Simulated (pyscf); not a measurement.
Structures and frequencies: ωB97X-D3(BJ)/def2-SVP in PySCF. MP2 and CC: frozen core, UHF for open shells. ΔMP2 is the change of the MP2 total energy from the triple- to the quadruple-zeta basis.

Question: H₂N–NH₂ + silylene (SiH₂) [singlet] → H₂N–NH–SiH₃
Surface: singlet. Broken: H–N. Formed: N–Si, H–Si. Give ΔE‡ and ΔE from CCSD(T)/def2-TZVPP + ΔMP2(QZVPP), relative to the separated reactants.

Answer: ΔE‡ = 17.1 kJ/mol, ΔE = -271.5 kJ/mol. Zero-point energy shifts the barrier by +1.2 kJ/mol. It is an insertion, with an imaginary mode of 1541i cm⁻¹. On the reactant side the descent ends in an adduct with a N–Si contact, 149.9 kJ/mol under the separated species and 158.0 kJ/mol under the saddle at ωB97X-D3(BJ)/def2-TZVP. What is counted as formed (N–Si) is already present as a longer contact in the reactant adduct; forming that adduct is a step of its own. At ωB97X-D3(BJ) the barrier from the zero used here is 8.1 kJ/mol. H₂N–NH–SiH₃ lies 240.0 kJ/mol over its isomer H₂N–SiH₂–NH₂, and others may lie lower still (electronic energy, ωB97M-D3(BJ)). This is the saddle that the search found; another between the same sides may lie lower. The CCSD(T) − MP2 part came from Ansatz, without density fitting, on the same reference.
